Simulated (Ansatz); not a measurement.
Basis-set extrapolation for CHClF₂O, SMILES `OC(F)(F)Cl` (PBE0-D4/def2-TZVP geometry, frozen core, Ansatz). Multiplicity 1, RHF reference.

```csv
,def2-TZVPP,def2-QZVPP
HF,-771.844044,-771.870324
MP2 correlation,-1.082027,-1.180748
CCSD(T) correlation,-1.139564,not run
```

Energies in hartree. Use E(X) = E(∞) + A·exp(−7.88·√X) for Hartree–Fock and E(X) = E(∞) + B·X^(−2.97) for correlation, with X = 3 and 4, and add CCSD(T) minus MP2 of the smaller set to the MP2 limit.

Problem. What is the CCSD(T) energy at the basis-set limit?

Solution. HF limit: -771.870324 + (-0.026280) × 0.13774 = -771.87394. MP2 limit: -1.180748 + (-0.098721) × 0.74074 = -1.25387. Higher-order term: -1.139564 − (-1.082027) = -0.05754. Total: -773.18535 hartree, 529.7 kJ/mol below CCSD(T)/def2-TZVPP.
